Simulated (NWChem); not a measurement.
## Total energies of O (+1)

```
O
```
Charge +1, spin multiplicity 4.

Program: NWChem.

Basis set: def2-QZVP (57 functions).

```tsv
method	total energy (Ha)
UHF	-74.37683
UMP2	-74.48278
UB2PLYP	-74.55279
UPBE	-74.49794
UB3LYP	-74.58103
UBHandHLYP	-74.57559
```

Total energies of different functionals aren't comparable as a measure of quality: only differences taken within one method are. 

The correlated methods keep 1 core orbital frozen. B3LYP has NWChem's definition, with VWN1-RPA local correlation. The stability of the SCF solutions was not checked. Open-shell Hartree-Fock references start from PBE0 orbitals.
